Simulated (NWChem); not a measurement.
System: chloromethane (CH$_{3}$Cl); SMILES CCl

Input file for NWChem:

```
start job
memory heap 200 mb stack 900 mb global 1100 mb
geometry units angstroms
  C     -1.225812    -0.064306    -0.014896
  Cl     0.548793     0.028789     0.006670
  H     -1.522523    -0.710384    -0.835195
  H     -1.556417    -0.474240     0.934311
  H     -1.617263     0.938264    -0.156190
end
basis spherical
  * library 6-31g*
end
dft
  xc xpbe96 cpbe96
  iterations 150
end
driver
  maxiter 150
  linopt 0
end
task dft optimize
```

Excerpt of the output:

```
             Northwest Computational Chemistry Package (NWChem) 7.3.0
             --------------------------------------------------------

 C3V symmetry detected

                             Geometry "geometry" -> ""
                             -------------------------

 Output coordinates in angstroms (scale by  1.889725989 to convert to a.u.)

  No.       Tag          Charge          X              Y              Z
 ---- ---------------- ---------- -------------- -------------- --------------
    1 C                    6.0000     0.00000000     0.00000000    -1.12275961
    2 Cl                  17.0000    -0.00000000    -0.00000000     0.65441643
    3 H                    1.0000     0.72893340     0.72893340    -1.46284059
    4 H                    1.0000     0.26680814    -0.99574154    -1.46284059
    5 H                    1.0000    -0.99574154     0.26680814    -1.46284059

 Effective nuclear repulsion energy (a.u.)      51.4962220854

      Symmetry information
      --------------------

 Group name             C3v
 Group number             17
 Group order               6
 No. of unique centers     3

                                Z-matrix (autoz)
                                --------

 Units are Angstrom for bonds and degrees for angles

      Type          Name      I     J     K     L     M      Value
      ----------- --------  ----- ----- ----- ----- ----- ----------
    1 Stretch                  1     2                       1.77718
    2 Stretch                  1     3                       1.08552
    3 Stretch                  1     4                       1.08552
    4 Stretch                  1     5                       1.08552
    5 Bend                     2     1     3               108.25761
    6 Bend                     2     1     4               108.25761
    7 Bend                     2     1     5               108.25761
    8 Bend                     3     1     4               110.65708
    9 Bend                     3     1     5               110.65708
   10 Bend                     4     1     5               110.65708

  pbe96 is a nonlocal functional; adding pw91lda local functional.

                           NWChem Geometry Optimization
                           ----------------------------

 maximum gradient threshold         (gmax) =   0.000450
 rms gradient threshold             (grms) =   0.000300
 maximum cartesian step threshold   (xmax) =   0.001800
 rms cartesian step threshold       (xrms) =   0.001200
 fixed trust radius                (trust) =   0.300000
 source of zmatrix                         =   autoz

          -------------------
          Energy Minimization
          -------------------

 Using diagonal initial Hessian
 Scaling for Hessian diagonals: bonds = 1.00  angles = 0.25  torsions = 0.10

          --------
          Step   0

                                 NWChem DFT Module
                                 -----------------

[...]

      ----------------------
      Optimization converged
      ----------------------

  Step       Energy      Delta E   Gmax     Grms     Xrms     Xmax
  ---- ---------------- -------- -------- -------- -------- --------
@    4    -499.83632576 -1.5D-07  0.00003  0.00001  0.00029  0.00079
                                     ok       ok       ok       ok

                                Z-matrix (autoz)
                                --------

 Units are Angstrom for bonds and degrees for angles

      Type          Name      I     J     K     L     M      Value     Gradient
      ----------- --------  ----- ----- ----- ----- ----- ---------- ----------
    1 Stretch                  1     2                       1.79915    0.00003
    2 Stretch                  1     3                       1.09890    0.00001
    3 Stretch                  1     4                       1.09890    0.00001
    4 Stretch                  1     5                       1.09890    0.00001
    5 Bend                     2     1     3               108.72627    0.00001
    6 Bend                     2     1     4               108.72627    0.00001
    7 Bend                     2     1     5               108.72627    0.00001
    8 Bend                     3     1     4               110.20579   -0.00001
    9 Bend                     3     1     5               110.20579   -0.00001
   10 Bend                     4     1     5               110.20579   -0.00001

                         Geometry "geometry" -> "geometry"
                         ---------------------------------

 Output coordinates in angstroms (scale by  1.889725989 to convert to a.u.)

  No.       Tag          Charge          X              Y              Z
 ---- ---------------- ---------- -------------- -------------- --------------
    1 C                    6.0000    -0.00000000    -0.00000000    -1.11952558
    2 Cl                  17.0000     0.00000000     0.00000000     0.67962928
    3 H                    1.0000     0.73590257     0.73590257    -1.47232288
    4 H                    1.0000     0.26935903    -1.00526160    -1.47232288
    5 H                    1.0000    -1.00526160     0.26935903    -1.47232288

 Effective nuclear repulsion energy (a.u.)      50.8396479583

      Symmetry information
      --------------------

 Group name             C3v
 Group number             17
 Group order               6
 No. of unique centers     3

                Final and change from initial internal coordinates
                --------------------------------------------------

                                Z-matrix (autoz)
                                --------

 Units are Angstrom for bonds and degrees for angles

[...]
```

Level: PBE/6-31G* (spherical d).
